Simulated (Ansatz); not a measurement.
CoH12O6 (charge +3), quintet: CASSCF and its corrections

Program: Ansatz, Gaussian basis, development build. Basis cc-pwCVTZ-DK on Co, cc-pVTZ-DK on O, cc-pVDZ-DK on H, scalar X2C without spin–orbit coupling, 11 orbitals frozen in the corrections, fitted integrals. State-specific CASSCF; RHF is the lowest restricted (open-shell) Hartree–Fock solution met. No symmetry is imposed, so a solution can break that of the shape. Lower solutions, or ones in other orbitals, may exist.

Geometry:

```xyz
19

Co    0.0000    0.0000    0.0000
O     1.9000    0.0000    0.0000
O    -1.9000    0.0000    0.0000
O     0.0000    1.9000    0.0000
O     0.0000   -1.9000    0.0000
O     0.0000    0.0000    1.9000
O     0.0000    0.0000   -1.9000
H     2.4765    0.0000    0.7863
H     2.4765    0.0000   -0.7863
H    -2.4765    0.0000    0.7863
H    -2.4765    0.0000   -0.7863
H     0.7863    2.4765    0.0000
H    -0.7863    2.4765    0.0000
H     0.7863   -2.4765    0.0000
H    -0.7863   -2.4765    0.0000
H     0.0000    0.7863    2.4765
H     0.0000   -0.7863    2.4765
H     0.0000    0.7863   -2.4765
H     0.0000   -0.7863   -2.4765
```

(1) What do CASSCF and its corrections give against RHF in CAS(10,12), and what are the occupations?

(2) Roughly how much CPU time does a whole run from the default start take (median of such runs, summed over threads; nearly all runs on one pinned thread of a shared server, mostly Xeon at 2.3 to 2.6 GHz, by a development driver)?

Results:

(1) CASSCF -2.255 eV, SC-NEVPT2 -58.673 eV; occupations 1.98, 1.98, 1.98, 1.00, 1.00, 1.00, 1.00, 0.02, 0.02, 0.01, 0.00, 0.00.

(2) CAS(10,12): about 20 min. Other jobs ran beside these, and the count of passes differs.
